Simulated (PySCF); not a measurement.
Mayer bond orders and bond lengths

Compound: cyclopropylisocyanide, C₄H₅N.
SMILES with atom numbers: `[C-:1]#[N+:2][CH:3]1[CH2:4][CH2:5]1` (hydrogens: H6 on C3; H7, H8 on C4; H9, H10 on C5)

Structure used (GFN2-xTB), in Å, numbered top down from 1:
```
atom  x, y, z in Å
C1     2.6329   -0.8107   -0.1784
N2     1.5592   -0.5254    0.1705
C3     0.2851   -0.1852    0.5678
C4    -0.4125    0.9492   -0.1324
C5    -0.8608   -0.4585   -0.3682
H6     0.1336   -0.3151    1.6337
H7     0.1244    1.4509   -0.9233
H8    -1.0318    1.6008    0.4643
H9    -0.6281   -0.9129   -1.3194
H10   -1.7932   -0.7884    0.0630
```

Bond orders from the PBE0/pcSseg-1 density (PySCF). Isolated species at its GFN2-xTB geometry, gas phase.

(1) Where do the orders between heavy atoms depart from those drawn in the SMILES?

(2) Set the Mayer orders of the bonds between heavy atoms beside their lengths.

## Answers

(1) The largest departure is 0.664, at C1–N2 (drawn triple, 2.336). Drawn single, order below 0.88: N2–C3 (0.875). Drawn double or triple, more than 0.30 short of the drawn order: C1–N2 (2.336). The SMILES, with its formal charges, is one Lewis structure only.

(2) 
```
 bond  drawn as  length (Å)  Mayer order
C1–N2    triple       1.164        2.336
N2–C3    single       1.377        0.875
C3–C4    single       1.505        0.944
C4–C5    single       1.496        0.967
C5–C3    single       1.505        0.944
```

Bonds between the same two heavy elements. C–N: lowest N2–C3 (0.875, 1.377 Å), highest C1–N2 (2.336, 1.164 Å). C–C: lowest C3–C4 and C5–C3 (0.944, 1.505 Å), highest C4–C5 (0.967, 1.496 Å). Bonds named together lie within 0.004.

Question: And the bonds to hydrogen?

Answer: C–H: 0.94 to 0.95 (5 bonds).

Question: Sum the orders of all bonds at each heavy atom with more than one neighbour and set the sums beside the valence in the SMILES.

Answer: N2 3.211 (drawn 4), C3 3.702 (drawn 4), C4 3.814 (drawn 4), C5 3.814 (drawn 4). Orders between atoms that aren't bonded are not in these sums.

For a closed shell the Mayer order of atoms A and B is Σ (PS)μν (PS)νμ over the basis functions μ on A and ν on B, with P the density and S the overlap matrix.
